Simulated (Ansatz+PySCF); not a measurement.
# singlet LiH: levels of theory in one basis

```xyz
2

Li    0.0000    0.0000   -0.4314
H     0.0000    0.0000    1.2942
```

Basis set: def2-SVP (spherical functions). All electrons are correlated. Charge 0, multiplicity 1.

Computed with Ansatz (development build ahead of 0.2.0); each method stands on the lowest determinant of its kind that the runs found. NEVPT2 correlates all electrons. Active spaces start from the frontier orbitals, and the lowest solution found is given.

```json
{"method": "RHF", "E − E(RHF) (eV)": "0.00", "<S²> of the determinant": "0.00"}
{"method": "RHF-MP2", "E − E(RHF) (eV)": "-0.59", "<S²> of the determinant": "–"}
{"method": "RHF-CCSD", "E − E(RHF) (eV)": "-0.79", "<S²> of the determinant": "–"}
{"method": "RHF-CCSD(T)", "E − E(RHF) (eV)": "-0.79", "<S²> of the determinant": "–"}
{"method": "CASSCF(2,2)", "E − E(RHF) (eV)": "-0.46", "<S²> of the determinant": "–"}
```

**Question.** What does SC-NEVPT2(2,2) give on the same scale?

**Answer.** -0.70 eV. NEVPT2 here correlates all electrons, so it doesn't share the others' frozen core.

**Question.** Is a single determinant a sound starting point here?

**Answer.** By this sign, yes. Unrestricted orbitals gain 0.00 eV and <S²> is 0.00 against 0.00 for a pure state. The CASSCF(2,2) natural occupations are 1.96, 0.04.
